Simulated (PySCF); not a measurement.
# CH2S2 (trans-dithioformic acid): the cost of one run

The runs use PySCF 2.14.0, with density-fitted response routines of our own; the level of theory stands in each step. All values are computed, except where a source is named. Atoms count from 0, in the outputs and in this text.

### 1 The molecule as given

5 atoms, charge 0, multiplicity 1; geometry from: GFN2-xTB. The atoms were then displaced at random by about 0.01 Å, so the start is not that level's minimum.

Bonds of the start (Å): S0–C1 1.59, C1–S2 1.71, C1–H3 1.05, S2–H4 1.34.

### 2 Relaxing the molecule at PBE0-D3(BJ)/def2-SVP

Job settings and geometry (Å):

```
{"job": {"xc": "PBE0", "basis": "def2-SVP", "d3": "d3bj", "grid": 1, "shake": 0.01, "kind": "geom"}, "charge": 0, "multiplicity": 1}
S     -0.875890     1.425530    -0.392750
C     -0.540980    -0.111060    -0.148820
S      1.018600    -0.816210    -0.216470
H     -1.263250    -0.838270     0.082650
H      1.695090     0.306040    -0.500940
```

Command:

```sh
> OMP_NUM_THREADS=1 python probes_run.py task.json out
```

This one command runs all jobs of the session in turn.

Q: Estimate the wall time and peak memory of this first job on 1 thread of Intel Xeon Platinum 8259CL at 2.50GHz, shared host.

About 8.1 s, with a peak of 0.29 GiB.
